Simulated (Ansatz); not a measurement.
# Corundum Rh2O3 (model structure): lattice parameter a by level of theory

No measured value is used here.

```json
[
 {"level (code)": "LDA (Ansatz)", "value (Å)": "5.067"},
 {"level (code)": "PBEsol (Ansatz)", "value (Å)": "5.109"},
 {"level (code)": "r²SCAN (Ansatz)", "value (Å)": "5.139"}
]
```

Ansatz's density-functional and Hartree–Fock values are scalar-relativistic unless marked +SOC, with PAW data made under PBE.

A model structure was made by putting elements into a prototype or built by hand; it is no filed structure, need not be a known phase, and can be a saddle point held by its symmetry.

Ansatz is a program for electronic structure.
